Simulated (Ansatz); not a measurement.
Worked example: SiN⁺, quintet against SiN⁺, triplet

Geometry (PBE0/def2-TZVP stationary point of a triplet), kept for both states (SiN⁺, triplet: Σ⁻; SiN⁺, quintet: Π):

```xyz
2

Si    0.0000    0.0000    0.0000
N     0.0000    0.0000    1.7854
```

Basis cc-pVDZ; Ansatz 0.2.0. Only valence electrons are correlated (noble-gas cores frozen). Prefix R: restricted or restricted open-shell reference; prefix U: unrestricted.

Full CI isn't at hand for all of this; UCCSDT(Q) serves as the reference, and is uncertain by about the last step of the cluster series.

```json
{"level": "UHF", "E(SiN⁺, triplet) (hartree)": "-342.980498", "E(SiN⁺, quintet) (hartree)": "-342.912263"}
{"level": "UMP2", "E(SiN⁺, triplet) (hartree)": "-343.128348", "E(SiN⁺, quintet) (hartree)": "-343.036225"}
{"level": "UCCSD(T)", "E(SiN⁺, triplet) (hartree)": "-343.167007", "E(SiN⁺, quintet) (hartree)": "-343.073670"}
{"level": "r2SCAN", "E(SiN⁺, triplet) (hartree)": "-343.688909", "E(SiN⁺, quintet) (hartree)": "-343.599743"}
{"level": "UCCSDT(Q)", "E(SiN⁺, triplet) (hartree)": "-343.168590", "E(SiN⁺, quintet) (hartree)": "-343.075060"}
```

Question: Give the vertical gap, SiN⁺ quintet less SiN⁺ triplet, at each level in eV (1 hartree = 27.2114 eV), and each error against UCCSDT(Q).

Answer: UCCSDT(Q): (-343.075060 − (-343.168590)) × 27.2114 = 2.545 eV (the reference)
r2SCAN: (-343.599743 − (-343.688909)) × 27.2114 = 2.426 eV, error -0.119 eV
UCCSD(T): (-343.073670 − (-343.167007)) × 27.2114 = 2.540 eV, error -0.005 eV
UMP2: (-343.036225 − (-343.128348)) × 27.2114 = 2.507 eV, error -0.038 eV
UHF: (-342.912263 − (-342.980498)) × 27.2114 = 1.857 eV, error -0.688 eV

Total energies of functionals can't be set beside those of wave-function methods, since they hold the core's correlation and their own absolute errors; only the differences compare.

In so small a basis the reference is far from its limit while semilocal and hybrid functionals are nearer theirs, so the functionals' errors here hold much of the reference's basis and frozen-core error, which can add to them or hide them.

Each level lands on the state that its own search finds. T1 diagnostics of restricted CCSD: 0.027 and 0.049.
